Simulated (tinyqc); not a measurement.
Worked calculation (part 1 of 2): RKS/exchange-only LDA in the sto-3g basis, for H2O, spin multiplicity 1. Computed by tinyqc, a small Python program that keeps every step (integrals from PySCF). Settings: charge = 0, multiplicity = 1, basis = sto-3g, energy threshold = 1e-08, iteration cap = 55, orthogonalisation = symmetric, start = core, DIIS depth = 4, method = RKS, functional = Slater exchange alone, grid = [10, 14]. Command: `OMP_NUM_THREADS=1 python tinyqc.py 23907 23908 out.jsonl` (the two numbers bound the seeds that draw the settings). One thread of a shared host (Intel(R) Xeon(R) Processor @ 2.60GHz), about 0.5 s of CPU time with the checks. Later iterations appear only in the table of the cycle.

## One-electron integrals

Geometry (angstrom):
```
atom        x         y        z
O     0.00000   0.00000  0.00000
H     0.00000   0.97700  0.82700
H     0.00000  -0.97700  0.82700
```

Basis sto-3g: exponents (1/bohr^2) and contraction coefficients of normalised primitives:
```
element  l (shell)   exponent  coefficient
O            s (1)  130.70932      0.15433
O            s (1)   23.80886      0.53533
O            s (1)    6.44361      0.44463
O            s (2)    5.03315     -0.09997
O            s (2)    1.16960      0.39951
O            s (2)    0.38039      0.70012
O            p (3)    5.03315      0.15592
O            p (3)    1.16960      0.60768
O            p (3)    0.38039      0.39196
H            s (1)    3.42525      0.15433
H            s (1)    0.62391      0.53533
H            s (1)    0.16886      0.44463
```

Overlap, kinetic and nuclear-attraction integrals over the contracted functions; the nuclear repulsion is the sum of Za Zb / Rab.

nuclear repulsion = 6.8854155 hartree

overlap S, order 1O 1s, 1O 2s, 1O 2px, 1O 2py, 1O 2pz, 2H 1s, 3H 1s:
```
[[1.00000, 0.23670, 0.00000, 0.00000, 0.00000, 0.02518, 0.02518],
 [0.23670, 1.00000, 0.00000, 0.00000, 0.00000, 0.29046, 0.29046],
 [0.00000, 0.00000, 1.00000, 0.00000, 0.00000, 0.00000, 0.00000],
 [0.00000, 0.00000, 0.00000, 1.00000, 0.00000, 0.20781, -0.20781],
 [0.00000, 0.00000, 0.00000, 0.00000, 1.00000, 0.17591, 0.17591],
 [0.02518, 0.29046, 0.00000, 0.20781, 0.17591, 1.00000, 0.12850],
 [0.02518, 0.29046, 0.00000, -0.20781, 0.17591, 0.12850, 1.00000]]
```

kinetic energy T (hartree), order 1O 1s, 1O 2s, 1O 2px, 1O 2py, 1O 2pz, 2H 1s, 3H 1s:
```
[[29.00320, -0.16801, 0.00000, 0.00000, 0.00000, -0.00800, -0.00800],
 [-0.16801, 0.80813, 0.00000, 0.00000, 0.00000, 0.02310, 0.02310],
 [0.00000, 0.00000, 2.52873, 0.00000, 0.00000, 0.00000, 0.00000],
 [0.00000, 0.00000, 0.00000, 2.52873, 0.00000, 0.07544, -0.07544],
 [0.00000, 0.00000, 0.00000, 0.00000, 2.52873, 0.06386, 0.06386],
 [-0.00800, 0.02310, 0.00000, 0.07544, 0.06386, 0.76003, -0.00949],
 [-0.00800, 0.02310, 0.00000, -0.07544, 0.06386, -0.00949, 0.76003]]
```

nuclear attraction V (hartree), order 1O 1s, 1O 2s, 1O 2px, 1O 2py, 1O 2pz, 2H 1s, 3H 1s:
```
[[-61.44528, -7.37879, 0.00000, 0.00000, -0.01122, -0.80209, -0.80209],
 [-7.37879, -9.87758, 0.00000, 0.00000, -0.14007, -2.10652, -2.10652],
 [0.00000, 0.00000, -9.76437, 0.00000, 0.00000, 0.00000, 0.00000],
 [0.00000, 0.00000, 0.00000, -9.83486, 0.00000, -1.30766, 1.30766],
 [-0.01122, -0.14007, 0.00000, 0.00000, -9.81487, -1.13782, -1.13782],
 [-0.80209, -2.10652, 0.00000, -1.30766, -1.13782, -4.77116, -0.67473],
 [-0.80209, -2.10652, 0.00000, 1.30766, -1.13782, -0.67473, -4.77116]]
```

core Hamiltonian H = T + V (hartree), order 1O 1s, 1O 2s, 1O 2px, 1O 2py, 1O 2pz, 2H 1s, 3H 1s:
```
[[-32.44208, -7.54680, 0.00000, 0.00000, -0.01122, -0.81009, -0.81009],
 [-7.54680, -9.06945, 0.00000, 0.00000, -0.14007, -2.08342, -2.08342],
 [0.00000, 0.00000, -7.23564, 0.00000, 0.00000, 0.00000, 0.00000],
 [0.00000, 0.00000, 0.00000, -7.30612, 0.00000, -1.23222, 1.23222],
 [-0.01122, -0.14007, 0.00000, 0.00000, -7.28614, -1.07396, -1.07396],
 [-0.81009, -2.08342, 0.00000, -1.23222, -1.07396, -4.01112, -0.68421],
 [-0.81009, -2.08342, 0.00000, 1.23222, -1.07396, -0.68421, -4.01112]]
```

## Two-electron integrals

Functions are numbered as in S; the eight-fold symmetry (ij|kl) = (ji|kl) = (kl|ij) leaves the list below.

Two-electron integrals (ij|kl) in chemists' order, unique and non-zero (hartree):
```
(11|11) 4.78507    (21|11) 0.74138    (21|21) 0.13687    (22|11) 1.11895
(22|21) 0.25663    (22|22) 0.81721    (31|31) 0.02448    (32|31) 0.03781
(32|32) 0.18052    (33|11) 1.11581    (33|21) 0.25668    (33|22) 0.81702
(33|33) 0.88016    (41|41) 0.02448    (42|41) 0.03781    (42|42) 0.18052
(43|43) 0.04744    (44|11) 1.11581    (44|21) 0.25668    (44|22) 0.81702
(44|33) 0.78527    (44|44) 0.88016    (51|51) 0.02448    (52|51) 0.03781
(52|52) 0.18052    (53|53) 0.04744    (54|54) 0.04744    (55|11) 1.11581
(55|21) 0.25668    (55|22) 0.81702    (55|33) 0.78527    (55|44) 0.78527
(55|55) 0.88016    (61|11) 0.07969    (61|21) 0.01461    (61|22) 0.02727
(61|33) 0.02722    (61|41) 0.00049    (61|42) 0.00093    (61|44) 0.02731
(61|51) 0.00042    (61|52) 0.00079    (61|54) 0.00008    (61|55) 0.02729
(61|61) 0.00158    (62|11) 0.22395    (62|21) 0.05214    (62|22) 0.18772
(62|33) 0.18435    (62|41) 0.00296    (62|42) 0.02416    (62|44) 0.19012
(62|51) 0.00251    (62|52) 0.02045    (62|54) 0.00489    (62|55) 0.18849
(62|61) 0.00568    (62|62) 0.05676    (63|31) 0.00507    (63|32) 0.03090
(63|43) 0.00481    (63|53) 0.00407    (63|63) 0.00749    (64|11) 0.13311
(64|21) 0.03136    (64|22) 0.12060    (64|33) 0.11536    (64|41) 0.00661
(64|42) 0.04529    (64|44) 0.12846    (64|51) 0.00130    (64|52) 0.01218
(64|54) 0.00701    (64|55) 0.11785    (64|61) 0.00354    (64|62) 0.04441
(64|64) 0.04186    (65|11) 0.11267    (65|21) 0.02654    (65|22) 0.10209
(65|33) 0.09765    (65|41) 0.00130    (65|42) 0.01218    (65|44) 0.10059
(65|51) 0.00617    (65|52) 0.04121    (65|54) 0.00730    (65|55) 0.10790
(65|61) 0.00300    (65|62) 0.03759    (65|64) 0.02910    (65|65) 0.03212
(66|11) 0.40907    (66|21) 0.09673    (66|22) 0.40154    (66|33) 0.38711
(66|41) 0.00616    (66|42) 0.07147    (66|44) 0.41208    (66|51) 0.00522
(66|52) 0.06050    (66|54) 0.02113    (66|55) 0.40500    (66|61) 0.01059
(66|62) 0.16392    (66|64) 0.14667    (66|65) 0.12415    (66|66) 0.77461
(71|11) 0.07969    (71|21) 0.01461    (71|22) 0.02727    (71|33) 0.02722
(71|41) -0.00049   (71|42) -0.00093   (71|44) 0.02731    (71|51) 0.00042
(71|52) 0.00079    (71|54) -0.00008   (71|55) 0.02729    (71|61) 0.00156
(71|62) 0.00552    (71|64) 0.00319    (71|65) 0.00292    (71|66) 0.01024
(71|71) 0.00158    (72|11) 0.22395    (72|21) 0.05214    (72|22) 0.18772
(72|33) 0.18435    (72|41) -0.00296   (72|42) -0.02416   (72|44) 0.19012
(72|51) 0.00251    (72|52) 0.02045    (72|54) -0.00489   (72|55) 0.18849
(72|61) 0.00552    (72|62) 0.04463    (72|64) 0.02447    (72|65) 0.02870
(72|66) 0.10283    (72|71) 0.00568    (72|72) 0.05676    (73|31) 0.00507
(73|32) 0.03090    (73|43) -0.00481   (73|53) 0.00407    (73|63) 0.00566
(73|73) 0.00749    (74|11) -0.13311   (74|21) -0.03136   (74|22) -0.12060
(74|33) -0.11536   (74|41) 0.00661    (74|42) 0.04529    (74|44) -0.12846
(74|51) -0.00130   (74|52) -0.01218   (74|54) 0.00701    (74|55) -0.11785
(74|61) -0.00319   (74|62) -0.02447   (74|64) -0.00816   (74|65) -0.01548
(74|66) -0.05293   (74|71) -0.00354   (74|72) -0.04441   (74|74) 0.04186
(75|11) 0.11267    (75|21) 0.02654    (75|22) 0.10209    (75|33) 0.09765
(75|41) -0.00130   (75|42) -0.01218   (75|44) 0.10059    (75|51) 0.00617
(75|52) 0.04121    (75|54) -0.00730   (75|55) 0.10790    (75|61) 0.00292
(75|62) 0.02870    (75|64) 0.01548    (75|65) 0.02385    (75|66) 0.07181
(75|71) 0.00300    (75|72) 0.03759    (75|74) -0.02910   (75|75) 0.03212
(76|11) 0.06632    (76|21) 0.01561    (76|22) 0.06185    (76|33) 0.06032
(76|44) 0.06140    (76|51) 0.00112    (76|52) 0.01124    (76|55) 0.06377
(76|61) 0.00169    (76|62) 0.01913    (76|64) 0.01313    (76|65) 0.01429
(76|66) 0.06093    (76|71) 0.00169    (76|72) 0.01913    (76|74) -0.01313
(76|75) 0.01429    (76|76) 0.00858    (77|11) 0.40907    (77|21) 0.09673
(77|22) 0.40154    (77|33) 0.38711    (77|41) -0.00616   (77|42) -0.07147
(77|44) 0.41208    (77|51) 0.00522    (77|52) 0.06050    (77|54) -0.02113
(77|55) 0.40500    (77|61) 0.01024    (77|62) 0.10283    (77|64) 0.05293
(77|65) 0.07181    (77|66) 0.26973    (77|71) 0.01059    (77|72) 0.16392
(77|74) -0.14667   (77|75) 0.12415    (77|76) 0.06093    (77|77) 0.77461
```

## Orthogonalisation

S = U s U^T; symmetric (Loewdin) form X = U s^(-1/2) U^T, so that X^T S X = 1.

eigenvalues of S: [0.53856, 0.63492, 0.88503, 1.00000, 1.10983, 1.23658, 1.59509]

X, order 1O 1s, 1O 2s, 1O 2px, 1O 2py, 1O 2pz, 2H 1s, 3H 1s:
```
[[1.02299, -0.13090, 0.00000, 0.00000, -0.00483, 0.01500, 0.01500],
 [-0.13090, 1.09306, 0.00000, 0.00000, 0.04202, -0.15636, -0.15636],
 [0.00000, 0.00000, 1.00000, 0.00000, 0.00000, 0.00000, 0.00000],
 [0.00000, 0.00000, 0.00000, 1.03914, 0.00000, -0.12287, 0.12287],
 [-0.00483, 0.04202, 0.00000, 0.00000, 1.02482, -0.09273, -0.09273],
 [0.01500, -0.15636, 0.00000, -0.12287, -0.09273, 1.07044, -0.04468],
 [0.01500, -0.15636, 0.00000, 0.12287, -0.09273, -0.04468, 1.07044]]
```

## Starting guess

The start is the orbitals of the core Hamiltonian; D = 2 C_occ C_occ^T.

D at the start, order 1O 1s, 1O 2s, 1O 2px, 1O 2py, 1O 2pz, 2H 1s, 3H 1s:
```
[[2.12547, -0.54001, 0.00000, 0.00000, -0.02433, 0.04827, 0.04827],
 [-0.54001, 2.32175, 0.00000, 0.00000, 0.13446, -0.20323, -0.20323],
 [0.00000, 0.00000, 2.00000, 0.00000, 0.00000, 0.00000, 0.00000],
 [0.00000, 0.00000, 0.00000, 2.13664, 0.00000, -0.20605, 0.20605],
 [-0.02433, 0.13446, 0.00000, 0.00000, 2.08654, -0.15556, -0.15556],
 [0.04827, -0.20323, 0.00000, -0.20605, -0.15556, 0.04761, 0.00787],
 [0.04827, -0.20323, 0.00000, 0.20605, -0.15556, 0.00787, 0.04761]]
```

## Iteration 1: exchange-correlation on the grid

Becke grid with 10 radial and 14 angular points per atom, points of zero weight dropped. rho = sum D_ij phi_i phi_j; V_xc,ij = sum w v_xc phi_i phi_j; v_xc is d(rho eps)/d rho.

The 8 grid points with the largest w rho, of 416 (bohr, atomic units):
```
x                y         z        w      rho    eps_xc      v_xc
0.68745   -0.68745  -0.68745  0.85522  0.34459  -0.51779  -0.69039
-0.68745  -0.68745  -0.68745  0.85522  0.34459  -0.51779  -0.69039
-0.68745   0.68745  -0.68745  0.85522  0.34459  -0.51779  -0.69039
0.68745    0.68745  -0.68745  0.85522  0.34459  -0.51779  -0.69039
0.68745    0.68745   0.68745  0.78122  0.34344  -0.51721  -0.68962
-0.68745   0.68745   0.68745  0.78122  0.34344  -0.51721  -0.68962
-0.68745  -0.68745   0.68745  0.78122  0.34344  -0.51721  -0.68962
0.68745   -0.68745   0.68745  0.78122  0.34344  -0.51721  -0.68962
```

electrons on the grid, sum of w rho = 10.00491

E_xc = sum of w rho eps_xc = -8.8501741 hartree

V_xc (hartree), order 1O 1s, 1O 2s, 1O 2px, 1O 2py, 1O 2pz, 2H 1s, 3H 1s:
```
[[-2.74051, -0.40227, 0.00000, 0.00000, -0.00058, -0.04355, -0.04355],
 [-0.40227, -0.77422, 0.00000, 0.00000, -0.00366, -0.14755, -0.14755],
 [0.00000, 0.00000, -0.77708, 0.00000, 0.00000, 0.00000, 0.00000],
 [0.00000, 0.00000, 0.00000, -0.77150, 0.00000, -0.08375, 0.08375],
 [-0.00058, -0.00366, 0.00000, 0.00000, -0.77580, -0.07142, -0.07142],
 [-0.04355, -0.14755, 0.00000, -0.08375, -0.07142, -0.15186, -0.03422],
 [-0.04355, -0.14755, 0.00000, 0.08375, -0.07142, -0.03422, -0.15186]]
```

## Iteration 1: building the Kohn-Sham matrix

J_ij = sum D_kl (ij|kl); F = H + J + V_xc; E = tr D H + tr D J / 2 + E_xc + E_nn.

Coulomb J (hartree), order 1O 1s, 1O 2s, 1O 2px, 1O 2py, 1O 2pz, 2H 1s, 3H 1s:
```
[[18.60514, 3.54871, 0.00000, 0.00000, 0.00262, 0.37901, 0.37901],
 [3.54871, 8.81190, 0.00000, 0.00000, 0.00048, 1.95296, 1.95296],
 [0.00000, 0.00000, 8.80535, 0.00000, 0.00000, 0.00000, 0.00000],
 [0.00000, 0.00000, 0.00000, 8.80341, 0.00000, 1.23124, -1.23124],
 [0.00262, 0.00048, 0.00000, 0.00000, 8.80353, 1.04137, 1.04137],
 [0.37901, 1.95296, 0.00000, 1.23124, 1.04137, 4.01409, 0.62657],
 [0.37901, 1.95296, 0.00000, -1.23124, 1.04137, 0.62657, 4.01409]]
```

Kohn-Sham matrix F (hartree), order 1O 1s, 1O 2s, 1O 2px, 1O 2py, 1O 2pz, 2H 1s, 3H 1s:
```
[[-16.57745, -4.40036, 0.00000, 0.00000, -0.00918, -0.47462, -0.47462],
 [-4.40036, -1.03177, 0.00000, 0.00000, -0.14325, -0.27802, -0.27802],
 [0.00000, 0.00000, 0.79262, 0.00000, 0.00000, 0.00000, 0.00000],
 [0.00000, 0.00000, 0.00000, 0.72578, 0.00000, -0.08473, 0.08473],
 [-0.00918, -0.14325, 0.00000, 0.00000, 0.74159, -0.10401, -0.10401],
 [-0.47462, -0.27802, 0.00000, -0.08473, -0.10401, -0.14889, -0.09186],
 [-0.47462, -0.27802, 0.00000, 0.08473, -0.10401, -0.09186, -0.14889]]
```

total energy of this density = -72.2315180 hartree

## Iteration 1: diagonalisation and new density

Diagonalise F' = X^T F X, C = X C', fill 5 alpha and 5 beta electrons from the bottom; D = 2 C_occ C_occ^T. Each column has its largest component positive (the first on a tie).

F' = X^T F X (hartree):
```
[[-16.21483, -2.49335, 0.00000, 0.00000, -0.01803, -0.02608, -0.02608],
 [-2.49335, -0.12717, 0.00000, 0.00000, -0.06305, -0.16910, -0.16910],
 [0.00000, 0.00000, 0.79262, 0.00000, 0.00000, 0.00000, 0.00000],
 [0.00000, 0.00000, 0.00000, 0.82526, 0.00000, -0.18559, 0.18559],
 [-0.01803, -0.06305, 0.00000, 0.00000, 0.80506, -0.14982, -0.14982],
 [-0.02608, -0.16910, 0.00000, -0.18559, -0.14982, -0.03964, -0.03708],
 [-0.02608, -0.16910, 0.00000, 0.18559, -0.14982, -0.03708, -0.03964]]
```

orbital energies (hartree): [-16.59276, -0.24044, -0.07877, 0.36612, 0.79262, 0.85343, 0.90146]

coefficients C, order 1O 1s, 1O 2s, 1O 2px, 1O 2py, 1O 2pz, 2H 1s, 3H 1s:
```
[[0.99192, -0.11004, 0.00000, -0.26090, 0.00000, -0.00641, 0.00000],
 [0.03340, 0.29532, 0.00000, 1.08099, 0.00000, 0.07554, 0.00000],
 [0.00000, 0.00000, 0.00000, 0.00000, 1.00000, 0.00000, 0.00000],
 [0.00000, 0.00000, 0.12286, 0.00000, 0.00000, 0.00000, 1.04638],
 [0.00261, 0.11098, 0.00000, 0.00749, 0.00000, 1.02803, 0.00000],
 [-0.00556, 0.54842, 0.72298, -0.44427, 0.00000, -0.24738, -0.33784],
 [-0.00556, 0.54842, -0.72298, -0.44427, 0.00000, -0.24738, 0.33784]]
```

D after iteration 1, order 1O 1s, 1O 2s, 1O 2px, 1O 2py, 1O 2pz, 2H 1s, 3H 1s:
```
[[2.12816, -0.56279, 0.00000, 0.00000, -0.02316, 0.10011, 0.10011],
 [-0.56279, 2.51376, 0.00000, 0.00000, 0.08192, -0.63696, -0.63696],
 [0.00000, 0.00000, 2.00000, 0.00000, 0.00000, 0.00000, 0.00000],
 [0.00000, 0.00000, 0.00000, 0.03019, 0.00000, 0.17765, -0.17765],
 [-0.02316, 0.08192, 0.00000, 0.00000, 0.02476, 0.11504, 0.11504],
 [0.10011, -0.63696, 0.00000, 0.17765, 0.11504, 2.04175, -0.04907],
 [0.10011, -0.63696, 0.00000, -0.17765, 0.11504, -0.04907, 2.04175]]
```

## Iteration 2: exchange-correlation on the grid

As before.

The 8 grid points with the largest w rho, of 416 (bohr, atomic units):
```
x                y        z        w      rho    eps_xc      v_xc
-1.19069   0.00000  0.00000  0.76032  0.34530  -0.51815  -0.69086
1.19069    0.00000  0.00000  0.76032  0.34530  -0.51815  -0.69086
-0.66324   0.00000  0.00000  0.15633  1.09868  -0.76209  -1.01613
0.66324    0.00000  0.00000  0.15633  1.09868  -0.76209  -1.01613
0.68745    0.68745  0.68745  0.78122  0.19895  -0.43115  -0.57487
-0.68745  -0.68745  0.68745  0.78122  0.19895  -0.43115  -0.57487
0.68745   -0.68745  0.68745  0.78122  0.19895  -0.43115  -0.57487
-0.68745   0.68745  0.68745  0.78122  0.19895  -0.43115  -0.57487
```

electrons on the grid, sum of w rho = 10.01495

E_xc = sum of w rho eps_xc = -7.5138057 hartree

V_xc (hartree), order 1O 1s, 1O 2s, 1O 2px, 1O 2py, 1O 2pz, 2H 1s, 3H 1s:
```
[[-2.69871, -0.37398, 0.00000, 0.00000, -0.00107, -0.04052, -0.04052],
 [-0.37398, -0.64016, 0.00000, 0.00000, -0.02347, -0.15010, -0.15010],
 [0.00000, 0.00000, -0.69878, 0.00000, 0.00000, 0.00000, 0.00000],
 [0.00000, 0.00000, 0.00000, -0.61376, 0.00000, -0.10085, 0.10085],
 [-0.00107, -0.02347, 0.00000, 0.00000, -0.60653, -0.09037, -0.09037],
 [-0.04052, -0.15010, 0.00000, -0.10085, -0.09037, -0.46772, -0.05136],
 [-0.04052, -0.15010, 0.00000, 0.10085, -0.09037, -0.05136, -0.46772]]
```

## Iteration 2: building the Kohn-Sham matrix

As before.

Coulomb J (hartree), order 1O 1s, 1O 2s, 1O 2px, 1O 2py, 1O 2pz, 2H 1s, 3H 1s:
```
[[15.72630, 2.89727, 0.00000, 0.00000, 0.02380, 0.31023, 0.31023],
 [2.89727, 7.12461, 0.00000, 0.00000, 0.24960, 1.72769, 1.72769],
 [0.00000, 0.00000, 7.18596, 0.00000, 0.00000, 0.00000, 0.00000],
 [0.00000, 0.00000, 0.00000, 7.09688, 0.00000, 1.13850, -1.13850],
 [0.02380, 0.24960, 0.00000, 0.00000, 7.06722, 1.01815, 1.01815],
 [0.31023, 1.72769, 0.00000, 1.13850, 1.01815, 4.48411, 0.62070],
 [0.31023, 1.72769, 0.00000, -1.13850, 1.01815, 0.62070, 4.48411]]
```

Kohn-Sham matrix F (hartree), order 1O 1s, 1O 2s, 1O 2px, 1O 2py, 1O 2pz, 2H 1s, 3H 1s:
```
[[-19.41449, -5.02352, 0.00000, 0.00000, 0.01151, -0.54038, -0.54038],
 [-5.02352, -2.58500, 0.00000, 0.00000, 0.08606, -0.50583, -0.50583],
 [0.00000, 0.00000, -0.74846, 0.00000, 0.00000, 0.00000, 0.00000],
 [0.00000, 0.00000, 0.00000, -0.82300, 0.00000, -0.19457, 0.19457],
 [0.01151, 0.08606, 0.00000, 0.00000, -0.82546, -0.14618, -0.14618],
 [-0.54038, -0.50583, 0.00000, -0.19457, -0.14618, 0.00526, -0.11487],
 [-0.54038, -0.50583, 0.00000, 0.19457, -0.14618, -0.11487, 0.00526]]
```

total energy of this density = -72.4835317 hartree

## Iteration 2: DIIS over 2 matrices

error matrix X^T (FDS - SDF) X:
```
[[0.00000, 0.00054, 0.00000, 0.00000, -0.00310, -0.00011, -0.00011],
 [-0.00054, 0.00000, 0.00000, 0.00000, -0.38281, 0.06674, 0.06674],
 [0.00000, 0.00000, 0.00000, 0.00000, 0.00000, 0.00000, 0.00000],
 [0.00000, 0.00000, 0.00000, 0.00000, 0.00000, -0.62612, 0.62612],
 [0.00310, 0.38281, 0.00000, 0.00000, 0.00000, -0.46275, -0.46275],
 [0.00011, -0.06674, 0.00000, 0.62612, 0.46275, 0.00000, 0.00000],
 [0.00011, -0.06674, 0.00000, -0.62612, 0.46275, 0.00000, 0.00000]]
```

B (overlaps of the stored error matrices):
```
[[1.6344625e+00, -1.5387817e+00],
 [-1.5387817e+00, 2.7355652e+00]]
```

Minimise |sum c_i e_i|^2 with sum c_i = 1: solve [B -1; -1 0][c; lambda] = [0; -1] with B_ij = tr e_i^T e_j, and take F = sum c_i F_i.

DIIS coefficients: [0.57392, 0.42608]

extrapolated F (hartree), order 1O 1s, 1O 2s, 1O 2px, 1O 2py, 1O 2pz, 2H 1s, 3H 1s:
```
[[-17.78625, -4.66587, 0.00000, 0.00000, -0.00036, -0.50264, -0.50264],
 [-4.66587, -1.69357, 0.00000, 0.00000, -0.04555, -0.37508, -0.37508],
 [0.00000, 0.00000, 0.13600, 0.00000, 0.00000, 0.00000, 0.00000],
 [0.00000, 0.00000, 0.00000, 0.06588, 0.00000, -0.13153, 0.13153],
 [-0.00036, -0.04555, 0.00000, 0.00000, 0.07391, -0.12198, -0.12198],
 [-0.50264, -0.37508, 0.00000, -0.13153, -0.12198, -0.08321, -0.10167],
 [-0.50264, -0.37508, 0.00000, 0.13153, -0.12198, -0.10167, -0.08321]]
```

## Iteration 2: diagonalisation and new density

As before.

F' = X^T F X (hartree):
```
[[-17.42099, -2.53717, 0.00000, 0.00000, -0.01847, -0.02998, -0.02998],
 [-2.53717, -0.78763, 0.00000, 0.00000, 0.01608, -0.19118, -0.19118],
 [0.00000, 0.00000, 0.13600, 0.00000, 0.00000, 0.00000, 0.00000],
 [0.00000, 0.00000, 0.00000, 0.13887, 0.00000, -0.16733, 0.16733],
 [-0.01847, 0.01608, 0.00000, 0.00000, 0.12032, -0.12950, -0.12950],
 [-0.02998, -0.19118, 0.00000, -0.16733, -0.12950, 0.05510, -0.04192],
 [-0.02998, -0.19118, 0.00000, 0.16733, -0.12950, -0.04192, 0.05510]]
```

orbital energies (hartree): [-17.79978, -0.54007, -0.11961, -0.04018, 0.13600, 0.30490, 0.35550]

coefficients C, order 1O 1s, 1O 2s, 1O 2px, 1O 2py, 1O 2pz, 2H 1s, 3H 1s:
```
[[0.99256, -0.24173, 0.00000, 0.11218, 0.00000, -0.08908, 0.00000],
 [0.03087, 0.88007, 0.00000, -0.51802, 0.00000, 0.46773, 0.00000],
 [0.00000, 0.00000, 0.00000, 0.00000, 1.00000, 0.00000, 0.00000],
 [0.00000, 0.00000, 0.57351, 0.00000, 0.00000, 0.00000, 0.88379],
 [0.00178, 0.08087, 0.00000, 0.63895, 0.00000, 0.80897, 0.00000],
 [-0.00499, 0.17903, 0.49863, 0.41965, 0.00000, -0.59261, -0.62306],
 [-0.00499, 0.17903, -0.49863, 0.41965, 0.00000, -0.59261, 0.62306]]
```

D after iteration 2, order 1O 1s, 1O 2s, 1O 2px, 1O 2py, 1O 2pz, 2H 1s, 3H 1s:
```
[[2.11237, -0.48043, 0.00000, 0.00000, 0.10779, -0.00230, -0.00230],
 [-0.48043, 2.08763, 0.00000, 0.00000, -0.51952, -0.11997, -0.11997],
 [0.00000, 0.00000, 2.00000, 0.00000, 0.00000, 0.00000, 0.00000],
 [0.00000, 0.00000, 0.00000, 0.65784, 0.00000, 0.57195, -0.57195],
 [0.10779, -0.51952, 0.00000, 0.00000, 0.82960, 0.56522, 0.56522],
 [-0.00230, -0.11997, 0.00000, 0.57195, 0.56522, 0.91364, -0.08090],
 [-0.00230, -0.11997, 0.00000, -0.57195, 0.56522, -0.08090, 0.91364]]
```
